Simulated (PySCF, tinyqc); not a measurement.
Inside a calculation (part 1 of 2). Method: RHF in the sto-3g basis, for HF, spin multiplicity 1. The lowest restricted solution is unstable here: a spin-polarised one lies 0.0020 hartree lower (PySCF). Computed by tinyqc, a small Python program that keeps every step (integrals from PySCF). Settings: charge = 0, multiplicity = 1, basis = sto-3g, energy threshold = 1e-10, iteration cap = 52, orthogonalisation = canonical, start = Wolfsberg-Helmholz matrix, DIIS depth = 0, method = RHF. Command: `OMP_NUM_THREADS=1 python tinyqc.py 26314 26315 out.jsonl` (the two numbers bound the seeds that draw the settings). One thread of a shared host (Intel(R) Xeon(R) Processor @ 2.60GHz), about 0.07 s of CPU time with the checks. Later iterations appear only in the table of the cycle.

## One-electron integrals

Geometry (angstrom):
```
atom       x       y       z
F     0.0000  0.0000  0.0000
H     0.0000  0.0000  1.2450
```

Basis sto-3g: exponents (1/bohr^2) and contraction coefficients of normalised primitives:
```
element  l (shell)  exponent  coefficient
F            s (1)  166.6791       0.1543
F            s (1)   30.3608       0.5353
F            s (1)    8.2168       0.4446
F            s (2)    6.4648      -0.1000
F            s (2)    1.5023       0.3995
F            s (2)    0.4886       0.7001
F            p (3)    6.4648       0.1559
F            p (3)    1.5023       0.6077
F            p (3)    0.4886       0.3920
H            s (1)    3.4253       0.1543
H            s (1)    0.6239       0.5353
H            s (1)    0.1689       0.4446
```

Overlap, kinetic and nuclear-attraction integrals over the contracted functions; the nuclear repulsion is the sum of Za Zb / Rab.

nuclear repulsion = 3.825377 hartree

overlap S:
```
         1F 1s   1F 2s  1F 2px  1F 2py  1F 2pz   2H 1s
1F 1s   1.0000  0.2380  0.0000  0.0000  0.0000  0.0227
1F 2s   0.2380  1.0000  0.0000  0.0000  0.0000  0.2618
1F 2px  0.0000  0.0000  1.0000  0.0000  0.0000  0.0000
1F 2py  0.0000  0.0000  0.0000  1.0000  0.0000  0.0000
1F 2pz  0.0000  0.0000  0.0000  0.0000  1.0000  0.2304
2H 1s   0.0227  0.2618  0.0000  0.0000  0.2304  1.0000
```

kinetic energy T (hartree):
```
          1F 1s    1F 2s  1F 2px  1F 2py  1F 2pz    2H 1s
1F 1s   36.9846  -0.2129  0.0000  0.0000  0.0000  -0.0072
1F 2s   -0.2129   1.0380  0.0000  0.0000  0.0000   0.0144
1F 2px   0.0000   0.0000  3.2480  0.0000  0.0000   0.0000
1F 2py   0.0000   0.0000  0.0000  3.2480  0.0000   0.0000
1F 2pz   0.0000   0.0000  0.0000  0.0000  3.2480   0.0842
2H 1s   -0.0072   0.0144  0.0000  0.0000  0.0842   0.7600
```

nuclear attraction V (hartree):
```
           1F 1s     1F 2s    1F 2px    1F 2py    1F 2pz    2H 1s
1F 1s   -77.4346   -9.2780    0.0000    0.0000   -0.0082  -0.9046
1F 2s    -9.2780  -11.9660    0.0000    0.0000   -0.1018  -2.2231
1F 2px    0.0000    0.0000  -11.8561    0.0000    0.0000   0.0000
1F 2py    0.0000    0.0000    0.0000  -11.8561    0.0000   0.0000
1F 2pz   -0.0082   -0.1018    0.0000    0.0000  -11.9084  -1.6764
2H 1s    -0.9046   -2.2231    0.0000    0.0000   -1.6764  -5.0074
```

core Hamiltonian H = T + V (hartree):
```
           1F 1s     1F 2s   1F 2px   1F 2py   1F 2pz    2H 1s
1F 1s   -40.4500   -9.4908   0.0000   0.0000  -0.0082  -0.9118
1F 2s    -9.4908  -10.9280   0.0000   0.0000  -0.1018  -2.2087
1F 2px    0.0000    0.0000  -8.6081   0.0000   0.0000   0.0000
1F 2py    0.0000    0.0000   0.0000  -8.6081   0.0000   0.0000
1F 2pz   -0.0082   -0.1018   0.0000   0.0000  -8.6604  -1.5922
2H 1s    -0.9118   -2.2087   0.0000   0.0000  -1.5922  -4.2474
```

## Two-electron integrals

Functions are numbered as in S; the eight-fold symmetry (ij|kl) = (ji|kl) = (kl|ij) leaves the list below.

Two-electron integrals (ij|kl) in chemists' order, unique and non-zero (hartree):
```
(11|11) 5.4035   (21|11) 0.8419   (21|21) 0.1563   (22|11) 1.2680
(22|21) 0.2923   (22|22) 0.9262   (31|31) 0.0280   (32|31) 0.0432
(32|32) 0.2046   (33|11) 1.2645   (33|21) 0.2924   (33|22) 0.9260
(33|33) 0.9975   (41|41) 0.0280   (42|41) 0.0432   (42|42) 0.2046
(43|43) 0.0538   (44|11) 1.2645   (44|21) 0.2924   (44|22) 0.9260
(44|33) 0.8900   (44|44) 0.9975   (51|51) 0.0280   (52|51) 0.0432
(52|52) 0.2046   (53|53) 0.0538   (54|54) 0.0538   (55|11) 1.2645
(55|21) 0.2924   (55|22) 0.9260   (55|33) 0.8900   (55|44) 0.8900
(55|55) 0.9975   (61|11) 0.0811   (61|21) 0.0149   (61|22) 0.0278
(61|33) 0.0278   (61|44) 0.0278   (61|51) 0.0006   (61|52) 0.0011
(61|55) 0.0279   (61|61) 0.0014   (62|11) 0.2262   (62|21) 0.0529
(62|22) 0.1897   (62|33) 0.1868   (62|44) 0.1868   (62|51) 0.0036
(62|52) 0.0292   (62|55) 0.1952   (62|61) 0.0051   (62|62) 0.0498
(63|31) 0.0053   (63|32) 0.0323   (63|53) 0.0060   (63|63) 0.0071
(64|41) 0.0053   (64|42) 0.0323   (64|54) 0.0060   (64|64) 0.0071
(65|11) 0.1626   (65|21) 0.0385   (65|22) 0.1479   (65|33) 0.1418
(65|44) 0.1418   (65|51) 0.0075   (65|52) 0.0536   (65|55) 0.1599
(65|61) 0.0039   (65|62) 0.0477   (65|65) 0.0526   (66|11) 0.4199
(66|21) 0.0999   (66|22) 0.4138   (66|33) 0.4013   (66|44) 0.4013
(66|51) 0.0075   (66|52) 0.0882   (66|55) 0.4385   (66|61) 0.0097
(66|62) 0.1464   (66|65) 0.1641   (66|66) 0.7746
```

## Orthogonalisation

S = U s U^T; canonical form X = U s^(-1/2), so that X^T S X = 1. Each column of U has its largest component positive (the first on a tie).

eigenvalues of S: 0.6105  0.8523  1.0000  1.0000  1.1276  1.4096

X:
```
              1        2        3       4        5       6
1F 1s   -0.4382   0.6828   0.0000  0.0000  -0.5450  0.3267
1F 2s    0.7915  -0.3854   0.0000  0.0000  -0.3244  0.5140
1F 2px   0.0000   0.0000   0.9984  0.0572   0.0000  0.0000
1F 2py   0.0000   0.0000  -0.0572  0.9984   0.0000  0.0000
1F 2pz   0.4609   0.6292   0.0000  0.0000   0.6090  0.2853
2H 1s   -0.7792  -0.4033   0.0000  0.0000   0.3373  0.5071
```

Within a degenerate level the vectors are fixed only up to a rotation; this is one choice.

## Starting guess

The start is the generalised Wolfsberg-Helmholz matrix (K = 1.75) built on H; D = 2 C_occ C_occ^T.

D at the start:
```
          1F 1s    1F 2s  1F 2px  1F 2py   1F 2pz    2H 1s
1F 1s    2.1032  -0.4346  0.0000  0.0000   0.0477  -0.1177
1F 2s   -0.4346   1.8473  0.0000  0.0000  -0.1781   0.3616
1F 2px   0.0000   0.0000  2.0000  0.0000   0.0000   0.0000
1F 2py   0.0000   0.0000  0.0000  2.0000   0.0000   0.0000
1F 2pz   0.0477  -0.1781  0.0000  0.0000   1.8877   0.1882
2H 1s   -0.1177   0.3616  0.0000  0.0000   0.1882   0.0979
```

## Iteration 1: building the Fock matrix

J_ij = sum D_kl (ij|kl), K_ij = sum D_kl (ik|jl); F = H + J - 0.5 K; E = tr D H + tr D J / 2 - 0.25 tr D K + E_nn.

Coulomb J (hartree):
```
          1F 1s    1F 2s  1F 2px  1F 2py   1F 2pz   2H 1s
1F 1s   20.6672   3.9556  0.0000  0.0000  -0.0067  0.3782
1F 2s    3.9556   9.8023  0.0000  0.0000  -0.0191  1.9532
1F 2px   0.0000   0.0000  9.7921  0.0000   0.0000  0.0000
1F 2py   0.0000   0.0000  0.0000  9.7921   0.0000  0.0000
1F 2pz  -0.0067  -0.0191  0.0000  0.0000   9.7965  1.5017
2H 1s    0.3782   1.9532  0.0000  0.0000   1.5017  4.2040
```

exchange K (hartree):
```
          1F 1s    1F 2s  1F 2px  1F 2py   1F 2pz   2H 1s
1F 1s   11.0786   1.9481  0.0000  0.0000   0.0041  0.1907
1F 2s    1.9481   3.1306  0.0000  0.0000  -0.0748  0.7426
1F 2px   0.0000   0.0000  2.6284  0.0000   0.0000  0.0000
1F 2py   0.0000   0.0000  0.0000  2.6284   0.0000  0.0000
1F 2pz   0.0041  -0.0748  0.0000  0.0000   2.5997  0.4925
2H 1s    0.1907   0.7426  0.0000  0.0000   0.4925  0.4425
```

Fock matrix F (hartree):
```
           1F 1s    1F 2s   1F 2px   1F 2py   1F 2pz    2H 1s
1F 1s   -25.3221  -6.5093   0.0000   0.0000  -0.0169  -0.6289
1F 2s    -6.5093  -2.6910   0.0000   0.0000  -0.0835  -0.6269
1F 2px    0.0000   0.0000  -0.1302   0.0000   0.0000   0.0000
1F 2py    0.0000   0.0000   0.0000  -0.1302   0.0000   0.0000
1F 2pz   -0.0169  -0.0835   0.0000   0.0000  -0.1637  -0.3367
2H 1s    -0.6289  -0.6269   0.0000   0.0000  -0.3367  -0.2647
```

total energy of this density = -98.168050 hartree

## Iteration 1: diagonalisation and new density

Diagonalise F' = X^T F X, C = X C', fill 5 alpha and 5 beta electrons from the bottom; D = 2 C_occ C_occ^T. Each column has its largest component positive (the first on a tie).

F' = X^T F X (hartree):
```
         1        2        3        4        5        6
1  -1.6973   4.0860   0.0000   0.0000  -3.8624   2.6531
2   4.0860  -8.5401   0.0000   0.0000   8.8980  -6.5316
3   0.0000   0.0000  -0.1302   0.0000   0.0000   0.0000
4   0.0000   0.0000   0.0000  -0.1302   0.0000   0.0000
5  -3.8624   8.8980   0.0000   0.0000  -9.9223   7.3398
6   2.6531  -6.5316   0.0000   0.0000   7.3398  -6.3408
```

orbital energies (hartree): MO1 -25.3326, MO2 -1.1260, MO3 -0.3253, MO4 -0.1302, MO5 -0.1302, MO6 0.2833

coefficients C:
```
            MO1      MO2      MO3      MO4     MO5      MO6
1F 1s    0.9946  -0.2493   0.0818   0.0000  0.0000   0.0627
1F 2s    0.0220   0.9470  -0.3728   0.0000  0.0000  -0.3286
1F 2px   0.0000   0.0000   0.0000   0.9988  0.0487   0.0000
1F 2py   0.0000   0.0000   0.0000  -0.0487  0.9988   0.0000
1F 2pz   0.0015   0.0938   0.7040   0.0000  0.0000  -0.7458
2H 1s   -0.0034   0.1989   0.5481   0.0000  0.0000   0.8948
```

D after iteration 1:
```
          1F 1s    1F 2s  1F 2px  1F 2py   1F 2pz    2H 1s
1F 1s    2.1162  -0.4894  0.0000  0.0000   0.0714  -0.0163
1F 2s   -0.4894   2.0727  0.0000  0.0000  -0.3472  -0.0320
1F 2px   0.0000   0.0000  2.0000  0.0000   0.0000   0.0000
1F 2py   0.0000   0.0000  0.0000  2.0000   0.0000   0.0000
1F 2pz   0.0714  -0.3472  0.0000  0.0000   1.0088   0.8090
2H 1s   -0.0163  -0.0320  0.0000  0.0000   0.8090   0.6799
```

Within a degenerate level the vectors are fixed only up to a rotation; this is one choice.

## Iteration 2: building the Fock matrix

As before.

Coulomb J (hartree):
```
          1F 1s   1F 2s  1F 2px  1F 2py   1F 2pz   2H 1s
1F 1s   20.1044  3.8256  0.0000  0.0000  -0.0089  0.3657
1F 2s    3.8256  9.4624  0.0000  0.0000   0.0088  1.9181
1F 2px   0.0000  0.0000  9.4711  0.0000   0.0000  0.0000
1F 2py   0.0000  0.0000  0.0000  9.4711   0.0000  0.0000
1F 2pz  -0.0089  0.0088  0.0000  0.0000   9.4186  1.4986
2H 1s    0.3657  1.9181  0.0000  0.0000   1.4986  4.4182
```

exchange K (hartree):
```
          1F 1s    1F 2s  1F 2px  1F 2py   1F 2pz   2H 1s
1F 1s   11.0736   1.9076  0.0000  0.0000   0.0032  0.1948
1F 2s    1.9076   3.0561  0.0000  0.0000  -0.1412  0.7029
1F 2px   0.0000   0.0000  2.6101  0.0000   0.0000  0.0000
1F 2py   0.0000   0.0000  0.0000  2.6101   0.0000  0.0000
1F 2pz   0.0032  -0.1412  0.0000  0.0000   1.9532  0.6650
2H 1s    0.1948   0.7029  0.0000  0.0000   0.6650  0.9323
```

Fock matrix F (hartree):
```
           1F 1s    1F 2s   1F 2px   1F 2py   1F 2pz    2H 1s
1F 1s   -25.8824  -6.6190   0.0000   0.0000  -0.0186  -0.6434
1F 2s    -6.6190  -2.9937   0.0000   0.0000  -0.0223  -0.6421
1F 2px    0.0000   0.0000  -0.4420   0.0000   0.0000   0.0000
1F 2py    0.0000   0.0000   0.0000  -0.4420   0.0000   0.0000
1F 2pz   -0.0186  -0.0223   0.0000   0.0000  -0.2184  -0.4261
2H 1s    -0.6434  -0.6421   0.0000   0.0000  -0.4261  -0.2953
```

total energy of this density = -98.503650 hartree

## Iteration 2: diagonalisation and new density

As before.

F' = X^T F X (hartree):
```
         1        2        3        4         5        6
1  -1.8303   4.3280   0.0000   0.0000   -3.8562   2.6455
2   4.3280  -8.7978   0.0000   0.0000    9.0226  -6.6277
3   0.0000   0.0000  -0.4420   0.0000    0.0000   0.0000
4   0.0000   0.0000   0.0000  -0.4420    0.0000   0.0000
5  -3.8562   9.0226   0.0000   0.0000  -10.2342   7.4972
6   2.6455  -6.6277   0.0000   0.0000    7.4972  -6.5506
```

orbital energies (hartree): MO1 -25.8917, MO2 -1.3931, MO3 -0.4845, MO4 -0.4420, MO5 -0.4420, MO6 0.3565

coefficients C:
```
            MO1      MO2      MO3      MO4     MO5      MO6
1F 1s    0.9950  -0.2577   0.0522   0.0000  0.0000   0.0547
1F 2s    0.0207   0.9929  -0.2640   0.0000  0.0000  -0.2973
1F 2px   0.0000   0.0000   0.0000   0.9907  0.1362   0.0000
1F 2py   0.0000   0.0000   0.0000  -0.1362  0.9907   0.0000
1F 2pz   0.0014   0.0246   0.6862   0.0000  0.0000  -0.7675
2H 1s   -0.0031   0.1096   0.5964   0.0000  0.0000   0.8792
```

D after iteration 2:
```
          1F 1s    1F 2s  1F 2px  1F 2py   1F 2pz    2H 1s
1F 1s    2.1181  -0.4981  0.0000  0.0000   0.0618  -0.0003
1F 2s   -0.4981   2.1119  0.0000  0.0000  -0.3134  -0.0974
1F 2px   0.0000   0.0000  2.0000  0.0000   0.0000   0.0000
1F 2py   0.0000   0.0000  0.0000  2.0000   0.0000   0.0000
1F 2pz   0.0618  -0.3134  0.0000  0.0000   0.9430   0.8239
2H 1s   -0.0003  -0.0974  0.0000  0.0000   0.8239   0.7354
```

Within a degenerate level the vectors are fixed only up to a rotation; this is one choice.

## Iteration 3: building the Fock matrix

As before.

Coulomb J (hartree):
```
          1F 1s   1F 2s  1F 2px  1F 2py   1F 2pz   2H 1s
1F 1s   20.0677  3.8169  0.0000  0.0000  -0.0063  0.3650
1F 2s    3.8169  9.4386  0.0000  0.0000   0.0246  1.9173
1F 2px   0.0000  0.0000  9.4491  0.0000   0.0000  0.0000
1F 2py   0.0000  0.0000  0.0000  9.4491   0.0000  0.0000
1F 2pz  -0.0063  0.0246  0.0000  0.0000   9.3910  1.5016
2H 1s    0.3650  1.9173  0.0000  0.0000   1.5016  4.4395
```

exchange K (hartree):
```
          1F 1s    1F 2s  1F 2px  1F 2py   1F 2pz   2H 1s
1F 1s   11.0741   1.9043  0.0000  0.0000   0.0029  0.1949
1F 2s    1.9043   3.0547  0.0000  0.0000  -0.1108  0.6932
1F 2px   0.0000   0.0000  2.6104  0.0000   0.0000  0.0000
1F 2py   0.0000   0.0000  0.0000  2.6104   0.0000  0.0000
1F 2pz   0.0029  -0.1108  0.0000  0.0000   1.8958  0.6714
2H 1s    0.1949   0.6932  0.0000  0.0000   0.6714  0.9629
```

Fock matrix F (hartree):
```
           1F 1s    1F 2s   1F 2px   1F 2py   1F 2pz    2H 1s
1F 1s   -25.9195  -6.6261   0.0000   0.0000  -0.0159  -0.6442
1F 2s    -6.6261  -3.0168   0.0000   0.0000  -0.0218  -0.6381
1F 2px    0.0000   0.0000  -0.4642   0.0000   0.0000   0.0000
1F 2py    0.0000   0.0000   0.0000  -0.4642   0.0000   0.0000
1F 2pz   -0.0159  -0.0218   0.0000   0.0000  -0.2173  -0.4263
2H 1s    -0.6442  -0.6381   0.0000   0.0000  -0.4263  -0.2893
```

total energy of this density = -98.507840 hartree

## Iteration 3: diagonalisation and new density

As before.

F' = X^T F X (hartree):
```
         1        2        3        4         5        6
1  -1.8492   4.3440   0.0000   0.0000   -3.8576   2.6397
2   4.3440  -8.8094   0.0000   0.0000    9.0328  -6.6347
3   0.0000   0.0000  -0.4642   0.0000    0.0000   0.0000
4   0.0000   0.0000   0.0000  -0.4642    0.0000   0.0000
5  -3.8576   9.0328   0.0000   0.0000  -10.2517   7.5119
6   2.6397  -6.6347   0.0000   0.0000    7.5119  -6.5590
```

orbital energies (hartree): MO1 -25.9287, MO2 -1.4140, MO3 -0.4848, MO4 -0.4642, MO5 -0.4642, MO6 0.3581

coefficients C:
```
            MO1      MO2      MO3      MO4     MO5      MO6
1F 1s    0.9950  -0.2584   0.0500   0.0000  0.0000   0.0530
1F 2s    0.0206   0.9970  -0.2553   0.0000  0.0000  -0.2910
1F 2px   0.0000   0.0000   0.0000   0.9763  0.2166   0.0000
1F 2py   0.0000   0.0000   0.0000  -0.2166  0.9763   0.0000
1F 2pz   0.0013   0.0230   0.6857   0.0000  0.0000  -0.7680
2H 1s   -0.0030   0.0989   0.5982   0.0000  0.0000   0.8792
```

D after iteration 3:
```
          1F 1s    1F 2s  1F 2px  1F 2py   1F 2pz    2H 1s
1F 1s    2.1185  -0.4998  0.0000  0.0000   0.0593   0.0027
1F 2s   -0.4998   2.1193  0.0000  0.0000  -0.3041  -0.1084
1F 2px   0.0000   0.0000  2.0000  0.0000   0.0000   0.0000
1F 2py   0.0000   0.0000  0.0000  2.0000   0.0000   0.0000
1F 2pz   0.0593  -0.3041  0.0000  0.0000   0.9414   0.8249
2H 1s    0.0027  -0.1084  0.0000  0.0000   0.8249   0.7352
```

Within a degenerate level the vectors are fixed only up to a rotation; this is one choice.

## Iteration 4: building the Fock matrix

As before.

Coulomb J (hartree):
```
          1F 1s   1F 2s  1F 2px  1F 2py   1F 2pz   2H 1s
1F 1s   20.0699  3.8174  0.0000  0.0000  -0.0057  0.3650
1F 2s    3.8174  9.4396  0.0000  0.0000   0.0276  1.9178
1F 2px   0.0000  0.0000  9.4502  0.0000   0.0000  0.0000
1F 2py   0.0000  0.0000  0.0000  9.4502   0.0000  0.0000
1F 2pz  -0.0057  0.0276  0.0000  0.0000   9.3918  1.5023
2H 1s    0.3650  1.9178  0.0000  0.0000   1.5023  4.4403
```

exchange K (hartree):
```
          1F 1s    1F 2s  1F 2px  1F 2py   1F 2pz   2H 1s
1F 1s   11.0746   1.9042  0.0000  0.0000   0.0028  0.1950
1F 2s    1.9042   3.0565  0.0000  0.0000  -0.1027  0.6913
1F 2px   0.0000   0.0000  2.6110  0.0000   0.0000  0.0000
1F 2py   0.0000   0.0000  0.0000  2.6110   0.0000  0.0000
1F 2pz   0.0028  -0.1027  0.0000  0.0000   1.8947  0.6725
2H 1s    0.1950   0.6913  0.0000  0.0000   0.6725  0.9611
```

Fock matrix F (hartree):
```
           1F 1s    1F 2s   1F 2px   1F 2py   1F 2pz    2H 1s
1F 1s   -25.9175  -6.6255   0.0000   0.0000  -0.0153  -0.6442
1F 2s    -6.6255  -3.0167   0.0000   0.0000  -0.0228  -0.6366
1F 2px    0.0000   0.0000  -0.4633   0.0000   0.0000   0.0000
1F 2py    0.0000   0.0000   0.0000  -0.4633   0.0000   0.0000
1F 2pz   -0.0153  -0.0228   0.0000   0.0000  -0.2159  -0.4261
2H 1s    -0.6442  -0.6366   0.0000   0.0000  -0.4261  -0.2876
```

total energy of this density = -98.508000 hartree

## Iteration 4: diagonalisation and new density

As before.

F' = X^T F X (hartree):
```
         1        2        3        4         5        6
1  -1.8507   4.3442   0.0000   0.0000   -3.8574   2.6385
2   4.3442  -8.8066   0.0000   0.0000    9.0329  -6.6348
3   0.0000   0.0000  -0.4633   0.0000    0.0000   0.0000
4   0.0000   0.0000   0.0000  -0.4633    0.0000   0.0000
5  -3.8574   9.0329   0.0000   0.0000  -10.2505   7.5117
6   2.6385  -6.6348   0.0000   0.0000    7.5117  -6.5574
```

orbital energies (hartree): MO1 -25.9267, MO2 -1.4137, MO3 -0.4834, MO4 -0.4633, MO5 -0.4633, MO6 0.3587

coefficients C:
```
            MO1      MO2      MO3      MO4     MO5      MO6
1F 1s    0.9950  -0.2585   0.0500   0.0000  0.0000   0.0526
1F 2s    0.0206   0.9974  -0.2552   0.0000  0.0000  -0.2896
1F 2px   0.0000   0.0000   0.0000   0.9056  0.4241   0.0000
1F 2py   0.0000   0.0000   0.0000  -0.4241  0.9056   0.0000
1F 2pz   0.0013   0.0239   0.6853   0.0000  0.0000  -0.7683
2H 1s   -0.0030   0.0976   0.5986   0.0000  0.0000   0.8791
```

D after iteration 4:
```
          1F 1s    1F 2s  1F 2px  1F 2py   1F 2pz    2H 1s
1F 1s    2.1186  -0.5002  0.0000  0.0000   0.0587   0.0034
1F 2s   -0.5002   2.1209  0.0000  0.0000  -0.3021  -0.1109
1F 2px   0.0000   0.0000  2.0000  0.0000   0.0000   0.0000
1F 2py   0.0000   0.0000  0.0000  2.0000   0.0000   0.0000
1F 2pz   0.0587  -0.3021  0.0000  0.0000   0.9405   0.8251
2H 1s    0.0034  -0.1109  0.0000  0.0000   0.8251   0.7357
```

Within a degenerate level the vectors are fixed only up to a rotation; this is one choice.

## Iteration 9 (converged): orbitals

converged F (hartree):
```
           1F 1s    1F 2s   1F 2px   1F 2py   1F 2pz    2H 1s
1F 1s   -25.9174  -6.6255   0.0000   0.0000  -0.0151  -0.6442
1F 2s    -6.6255  -3.0169   0.0000   0.0000  -0.0230  -0.6362
1F 2px    0.0000   0.0000  -0.4634   0.0000   0.0000   0.0000
1F 2py    0.0000   0.0000   0.0000  -0.4634   0.0000   0.0000
1F 2pz   -0.0151  -0.0230   0.0000   0.0000  -0.2156  -0.4261
2H 1s    -0.6442  -0.6362   0.0000   0.0000  -0.4261  -0.2872
```

As before.

F' = X^T F X (hartree):
```
         1        2        3        4         5        6
1  -1.8513   4.3444   0.0000   0.0000   -3.8573   2.6382
2   4.3444  -8.8060   0.0000   0.0000    9.0330  -6.6349
3   0.0000   0.0000  -0.4634   0.0000    0.0000   0.0000
4   0.0000   0.0000   0.0000  -0.4634    0.0000   0.0000
5  -3.8573   9.0330   0.0000   0.0000  -10.2504   7.5118
6   2.6382  -6.6349   0.0000   0.0000    7.5118  -6.5571
```

orbital energies (hartree): MO1 -25.9267, MO2 -1.4139, MO3 -0.4831, MO4 -0.4634, MO5 -0.4634, MO6 0.3588

coefficients C:
```
            MO1      MO2      MO3      MO4     MO5      MO6
1F 1s    0.9950  -0.2585   0.0500   0.0000  0.0000   0.0525
1F 2s    0.0206   0.9976  -0.2551   0.0000  0.0000  -0.2892
1F 2px   0.0000   0.0000   0.0000   0.9842  0.1771   0.0000
1F 2py   0.0000   0.0000   0.0000  -0.1771  0.9842   0.0000
1F 2pz   0.0013   0.0241   0.6853   0.0000  0.0000  -0.7684
2H 1s   -0.0030   0.0972   0.5987   0.0000  0.0000   0.8791
```

D after iteration 9:
```
          1F 1s    1F 2s  1F 2px  1F 2py   1F 2pz    2H 1s
1F 1s    2.1186  -0.5003  0.0000  0.0000   0.0586   0.0036
1F 2s   -0.5003   2.1213  0.0000  0.0000  -0.3016  -0.1116
1F 2px   0.0000   0.0000  2.0000  0.0000   0.0000   0.0000
1F 2py   0.0000   0.0000  0.0000  2.0000   0.0000   0.0000
1F 2pz   0.0586  -0.3016  0.0000  0.0000   0.9404   0.8252
2H 1s    0.0036  -0.1116  0.0000  0.0000   0.8252   0.7358
```

Within a degenerate level the vectors are fixed only up to a rotation; this is one choice.
